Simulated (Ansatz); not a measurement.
Z-matrix (Å, degrees):
```
O
Si 1 1.5173
```
Charge +1, spin multiplicity 2.

Method: Ansatz (a first-principles code) with frozen-core CCSD(T)/cc-pVTZ // PBE0-D4/def2-TZVP.

```json
{
 "HF energy": "-363.45808 Ha",
 "MP2 correlation energy": "-0.27323 Ha"
}
```

### Question
Estimate the CCSD correlation energy, the (T) correction, the total energy and the T1 diagnostic.

### Answer

The CCSD correlation energy is -0.30083 Ha. The (T) correction comes out as -0.01510 Ha and the CCSD(T) total energy comes out as -363.77401 Ha. The T1 diagnostic is 0.077.
